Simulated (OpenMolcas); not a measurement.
**A ladder of methods for SiNH5 (SMILES [SiH3]N)**

SiNH5 has 7 atoms, charge 0, and is taken as a singlet. As SMILES, `[SiH3]N`. The shape is that of a PBE0-D4/def2-TZVP optimisation.

```xyz
7

Si   -0.4130   -0.2927   -0.4224
N     0.6118    0.3487    0.8013
H    -0.0183   -1.7063   -0.6533
H    -1.8132   -0.2171    0.0689
H    -0.3679    0.4027   -1.7440
H     0.3916    1.2382    1.2195
H     1.6091    0.2265    0.7299
```

Quantity: the dipole moment, in D. The values are calculated.

```csv
level,kind,program,value (D),CPU time
HF/def2-TZVP,Hartree–Fock,OpenMolcas,1.36,11 s
SVWN5/def2-TZVP,LDA,OpenMolcas,1.39,26 s
PBE/def2-TZVP,GGA,OpenMolcas,1.39,34 s
r2SCAN/def2-TZVP,meta-GGA,OpenMolcas,1.41,48 s
B3LYP/def2-TZVP,global hybrid,OpenMolcas,1.36,34 s
```

The values span 1.36 to 1.41 D. Magnitudes only. Times are those of the runs behind each value, whatever else they computed, on shared processors of several kinds: orders of magnitude only.
